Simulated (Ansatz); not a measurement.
A CCSD(T) single point on C2H7Al (`[CH3][AlH][CH3]`).

```yaml
crystal:
  periodic: [false, false, false]
  atoms:
    - {symbol: C, position_ang: [-1.219069, 0.923611, -0.783252]}
    - {symbol: Al, position_ang: [0.496807, 0.021781, -0.536449]}
    - {symbol: C, position_ang: [0.903909, -0.949004, 1.109748]}
    - {symbol: H, position_ang: [-2.054026, 0.233181, -0.621228]}
    - {symbol: H, position_ang: [-1.336991, 1.368520, -1.773779]}
    - {symbol: H, position_ang: [-1.340336, 1.723706, -0.043581]}
    - {symbol: H, position_ang: [1.605652, 0.078822, -1.681217]}
    - {symbol: H, position_ang: [0.068961, -0.980035, 1.814001]}
    - {symbol: H, position_ang: [1.201854, -1.980854, 0.894349]}
    - {symbol: H, position_ang: [1.756339, -0.490926, 1.624509]}
basis:
  gaussian: {orbitals: def2-TZVPP}
correlation: {method: ccsd_t}
output: {orbitals: {seedname: orbitals}}
```

```sh
$ ansatz run in.yaml --threads 2 --pin off --events-out ev --progress --plain
```

Output of Ansatz, abridged:

```
Functional definition: HF
1147 factors; integrals over basis functions are off by at most 1.1e-3 eV
mean field evaluation 1: about -8752.4554 eV, gradient 3.6e1 eV
mean field evaluation 2: about -8752.4571 eV, gradient 3.6e1 eV
mean field evaluation 4: about -8755.7088 eV, gradient 2.6e0 eV
mean field evaluation 8: about -8755.7420 eV, gradient 6.3e-2 eV
mean field evaluation 16: about -8755.7402 eV, gradient 3.1e-1 eV
mean field -8755.74206326 eV, -321.7675859697 hartree, gradient 1.7e-6 eV, S^2 0.000000; 0 other end points of the search recorded, 0 dependent functions left out
7 core orbitals not correlated: weight in the atoms' cores, before any rotation towards them, 1.000 or more for the frozen orbitals, at most 0.000 for the correlated occupied ones
reference -8755.74206326 eV, -321.7675859697 hartree; 9, 9 occupied and 186, 186 virtual orbitals, 1147 factors
second order -12.15227140 eV of doubles, -0.00000000 eV of singles
cycle   1  -12.92801267 eV  change   -7.8e-1 eV  update   6.9e-2
cycle   2  -13.26228541 eV  change   -3.3e-1 eV  update   2.1e-2
cycle   3  -13.29882606 eV  change   -3.7e-2 eV  update   6.8e-3
cycle   4  -13.29738302 eV  change    1.4e-3 eV  update   1.8e-3
cycle   5  -13.29713179 eV  change    2.5e-4 eV  update   5.6e-4
cycle   6  -13.29702294 eV  change    1.1e-4 eV  update   1.7e-4
cycle   7  -13.29700861 eV  change    1.4e-5 eV  update   4.6e-5
cycle   8  -13.29701418 eV  change   -5.6e-6 eV  update   1.6e-5
perturbative correction -0.46361925 eV, -0.0170376933 hartree
Total energy: -8769.50269670 eV, -322.2732799212 hartree
```

Run time 42 s (2 threads of a server CPU on a shared host); peak host memory 2.4 GiB.

MP2 recovers 88.3 % of the CCSD(T) correlation energy and the triples give 3.4 %; T1 = 0.0090.
